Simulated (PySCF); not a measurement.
# UHF/STO-3G run of CF (SMILES [C]F)

What is the vertical ionisation energy of CF at UHF/STO-3G? 

The calculation is run with PySCF 2.14.0.

6 further runs of the same task are left out: 6 set aside as unsound or not needed.

## (1) The system as given

The species is CF (2 atoms), meant as a doublet with charge 0. As SMILES, `[C]F`. The coordinates come from a PBE0-D4/def2-TZVP relaxation.

Bond lengths: C1–F2 1.268 Å.

## (2) A single-point energy at UHF/STO-3G

File job.py:

```python
from pyscf import gto

molecule = gto.Mole()
molecule.atom = '''
C      0.000000     0.000000     0.003080
F      0.000000     0.000000     1.271320
'''
molecule.spin = 1
molecule.max_memory = 1860
molecule.verbose = 4
molecule.basis = 'sto-3g'
molecule.build()

mf = molecule.UHF()
mf.conv_tol = 1e-10
mf.kernel()
if not mf.converged:
    mf = mf.newton().run(mf.mo_coeff, mf.mo_occ)

e_final = mf.e_tot
print('E = %.10f Eh' % e_final)
```

Started as:

```sh
$ OMP_NUM_THREADS=1 python job.py
```

The program printed:

```text
PySCF version 2.14.0

[INPUT] num. atoms = 2
[INPUT] num. electrons = 15
[INPUT] charge = 0
[INPUT] spin (= nelec alpha-beta = 2S) = 1
[INPUT] symmetry False subgroup None
[INPUT] Mole.unit = angstrom
[INPUT] Symbol           X                Y                Z      unit          X                Y                Z       unit  Magmom
[INPUT]  1 C      0.000000000000   0.000000000000   0.003080000000 AA    0.000000000000   0.000000000000   0.005820356464 Bohr   0.0
[INPUT]  2 F      0.000000000000   0.000000000000   1.271320000000 AA    0.000000000000   0.000000000000   2.402446616682 Bohr   0.0

nuclear repulsion = 22.5316733344477
number of shells = 6
number of NR pGTOs = 30
number of NR cGTOs = 10
basis = sto-3g
ecp = {}

[... 18 lines left out ...]
[... the frontier-level lines of each cycle are left out ...]
[... 44 lines left out ...]
converged SCF energy = -135.30401781494  <S^2> = 0.7532769  2S+1 = 2.0032742
E = -135.3040178149 Eh
```

Wall time 0.54 s (1 thread of Arm Neoverse V2, shared host); peak memory 0.12 GiB.

## (3) The singlet cation at the same level

File run.py:

```python
from pyscf import gto

molecule = gto.Mole()
molecule.atom = '''
C      0.000000     0.000000     0.005820
F      0.000000     0.000000     2.402447
'''
molecule.unit = 'bohr'
molecule.charge = 1
molecule.spin = 0
molecule.basis = 'sto-3g'
molecule.max_memory = 1860
molecule.verbose = 3
molecule.build()

mf = molecule.RHF()
mf.conv_tol = 1e-10
mf.kernel()
if not mf.converged:
    mf = mf.newton().run(mf.mo_coeff, mf.mo_occ)

e_final = mf.e_tot
print(f'total energy: {e_final:.8f} hartree')
```

Started as:

```sh
$ OMP_NUM_THREADS=1 python run.py
```

The program printed:

```text
converged SCF energy = -135.033565644231
total energy: -135.03356564 hartree
```

Wall time 0.6 s (1 thread of Arm Neoverse V2, shared host); peak memory 0.12 GiB.

## (4) What came out

At UHF/STO-3G:

| quantity | value |
| --- | --- |
| doublet CF: total energy | -135.30402 Eh |
| doublet CF: dipole moment | 0.71 D |
| doublet CF: HOMO energy (highest over α and β) | -7.53 eV |
| doublet CF: LUMO energy (lowest over α and β) | 6.84 eV |
| doublet CF: ⟨S²⟩ | 0.753 |
| singlet cation: total energy | -135.03357 Eh |
| singlet cation: HOMO energy | -25.36 eV |
| singlet cation: LUMO energy | -7.08 eV |
| singlet cation: HOMO–LUMO gap | 18.28 eV |
| vertical ionisation energy (to the singlet cation) | 7.359 eV |

In words: The vertical ionisation energy comes to 7.36 eV (710 kJ/mol). Only the singlet of the ionised species was computed; a triplet could lie lower. In a minimal basis such a difference can be off by several eV, whatever the method.
